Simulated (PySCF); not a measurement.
# Removing an electron from BH2Cl

Compound: BH2Cl.
Z-matrix (Å and degrees, PBE0-D3(BJ)/def2-SVP geometry), rows numbered from 1:
```
B 
Cl  1  1.7381
H   1  1.2032  2  118.21
H   1  1.2037  2  118.23  3  -179.99
```

Level: CAM-B3LYP/def2-SVPD (PySCF). Frontier orbitals with their largest atomic shares (Löwdin; up to four atoms above 4 %):

```tsv
orbital	ε (eV)	main atoms
HOMO−3	-13.04	B1 37 %, Cl2 34 %, H3 15 %, H4 15 %
HOMO−2	-12.80	Cl2 46 %, B1 33 %, H4 10 %, H3 10 %
HOMO−1	-11.63	Cl2 84 %, B1 15 %
HOMO	-10.10	?
LUMO	-0.75	B1 57 %, Cl2 23 %, H3 10 %, H4 10 %
LUMO+1	1.13	B1 74 %, Cl2 15 %, H4 5 %, H3 5 %
LUMO+2	1.92	Cl2 67 %, B1 17 %, H4 8 %, H3 8 %
```

Task: What vertical ionisation energy does ΔSCF give, and how far is −ε(HOMO) from it?

Result: ΔSCF: 11.50 eV (1110 kJ/mol; threshold wavelength 108 nm); ⟨S²⟩ of the doublet left behind is 0.756, against 0.75 for a pure doublet. −ε(HOMO) is 10.10 eV, 1.40 eV below it. In exact Kohn–Sham theory the two would be equal; CAM-B3LYP (range-separated hybrid) falls short of its own ΔSCF value by 12 %.

Task: On which atoms does the HOMO lie?

Result: Cl2 (chlorine bonded to B) 61 %, B1 (three-coordinate boron) 20 %, H4 (B–H hydrogen) 9 %, H3 (B–H hydrogen) 9 %, so more than half of it is on one atom. The HOMO−1 lies 1.53 eV lower.

Task: And the vertical electron affinity, the fundamental gap, Mulliken's electronegativity and the hardness (with the factor ½)?

Result: EA = -0.22 eV by ΔSCF (−ε(LUMO) = 0.75 eV); a negative value means that the added electron isn't bound at this geometry and level, and the number then depends on the basis. IE − EA = 11.72 eV against an orbital gap of 9.35 eV; (IE + EA)/2 = 5.64 eV; (IE − EA)/2 = 5.86 eV. Parr's electrophilicity index (IE + EA)²/[8(IE − EA)] is 1.36 eV.

Task: The lowest singlet excitation (vertical TDDFT, same level) lies at 5.04 eV. How far is it below IE − EA?

Result: IE − EA = 11.72 eV, so by 6.68 eV.

Task: How many of the 10 lowest singlet excitations (vertical TDDFT, same level) lie below the ionisation energy?

Result: All 10; they run from 5.04 to 9.98 eV.

Isolated species at its PBE0-D3(BJ)/def2-SVP geometry, gas phase.
